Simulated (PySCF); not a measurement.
1,2,4-thiadiazole, C2H2N2S.
SMILES with atom numbers: `[cH:1]1[n:2][cH:3][s:4][n:5]1` (hydrogens: H6 on C1; H7 on C3)

Level: CAM-B3LYP/def2-SVPD in PySCF, non-relativistic, on one gas-phase PBE0-D3(BJ)/def2-SVP geometry that isn't relaxed in the solvent. The solvent is an IEF-PCM continuum (Bondi radii, 1.10 Å for H, scaled by 1.2), and excitations are vertical TDDFT with non-equilibrium linear response and a frozen core. The model holds no explicit solvent molecules, cavitation or dispersion.

Gas-phase singlets (H = HOMO, L = LUMO):

```tsv
state	E (eV)	λ (nm)	f	leading configuration
S1	5.304	234	0.001	H-1→L 98%
S2	5.963	208	0.096	H→L 88%
S3	6.146	202	0.002	H-3→L 82%
S4	6.349	195	0.000	H→L+1 76%
S5	6.699	185	0.037	H-2→L 87%
```

Problem. Give the list for chloroform (ε = 4.711), n² = 2.09.

Solution. 
| state | E (eV) | λ (nm) | f | leading configuration | change by rank (eV) |
| --- | --- | --- | --- | --- | --- |
| S1 | 5.449 | 228 | 0.001 | H-1→L 98% | +0.145 |
| S2 | 5.895 | 210 | 0.140 | H→L 90% | -0.068 |
| S3 | 6.231 | 199 | 0.002 | H-3→L 78% | +0.085 |
| S4 | 6.404 | 194 | 0.000 | H→L+1 73% | +0.055 |
| S5 | 6.708 | 185 | 0.054 | H-2→L 88% | +0.009 |

Problem. What are the lowest 5 singlets in methanol (ε = 32.61)?

Solution. 
```json
{"state": "S1", "E (eV)": "5.510", "λ (nm)": "225", "f": "0.001", "leading configuration": "H-1→L 98%", "change by rank (eV)": "+0.206"}
{"state": "S2", "E (eV)": "5.915", "λ (nm)": "210", "f": "0.132", "leading configuration": "H→L 90%", "change by rank (eV)": "-0.048"}
{"state": "S3", "E (eV)": "6.272", "λ (nm)": "198", "f": "0.002", "leading configuration": "H-3→L 75%", "change by rank (eV)": "+0.126"}
{"state": "S4", "E (eV)": "6.437", "λ (nm)": "193", "f": "0.000", "leading configuration": "H→L+1 71%", "change by rank (eV)": "+0.088"}
{"state": "S5", "E (eV)": "6.737", "λ (nm)": "184", "f": "0.049", "leading configuration": "H-2→L 88%", "change by rank (eV)": "+0.038"}
```

Problem. The ground-state energy changes by -0.229 eV from gas to methanol. By how much does the total energy of gas-phase S1 change?

Solution. E(S1) = E(S0) + excitation energy, so it changes by -0.229 + 0.206 = -0.023 eV: it is lowered less than the ground state, which is what a blue shift means. This is the vertical state, with the slow part of the continuum still set for S0.

Problem. How do the frontier levels move from gas to methanol?

Solution. 
```
orbital  gas (eV)  solvent (eV)  change (eV)
 LUMO+2      1.39          1.53        +0.14
 LUMO+1      0.68          0.93        +0.25
   LUMO     -0.43         -0.33        +0.10
   HOMO     -9.57         -9.46        +0.11
 HOMO-1     -9.95        -10.06        -0.11
 HOMO-2    -10.47        -10.47         0.00
 HOMO-3    -10.74        -10.80        -0.06
```

The HOMO–LUMO gap goes from 9.14 to 9.14 eV.
